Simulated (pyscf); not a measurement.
H₂Ga–SeH -> HGa=Se + hydrogen (H₂), an elimination (singlet surface; H–Se, Ga–H broken, H–H formed). Structures and frequencies: ωB97X-D3(BJ)/def2-SVP in PySCF. Energies in kcal/mol from the reactant's lowest minimum found.

Small-basis levels: PySCF, no dispersion term, spherical d functions. 

Q: Quick HF/3-21G single points give ΔE‡ = 65.6 kcal/mol and ΔE = +17.8 kcal/mol. What does ωB97M-D3(BJ)/def2-TZVP give, and how far is the quick result from it?

A: ωB97M-D3(BJ)/def2-TZVP gives ΔE‡ = 47.6 kcal/mol and ΔE = +16.8 kcal/mol. HF/3-21G lies 18.0 kcal/mol over it in the barrier and 1.0 kcal/mol over it in the reaction energy, so on this step it does not hold to within 3.0 kcal/mol. ωB97M-D3(BJ)/def2-TZVP has limits of its own. At the saddle there is also a short Ga–H contact that neither side keeps. HGa=Se lies 6.8 kcal/mol over its isomer Ga–SeH [singlet] (electronic energy, ωB97M-D3(BJ)/def2-TZVP). One saddle was located; it need not be the lowest between these sides. In the def2 sets elements up to Kr have no core potential.
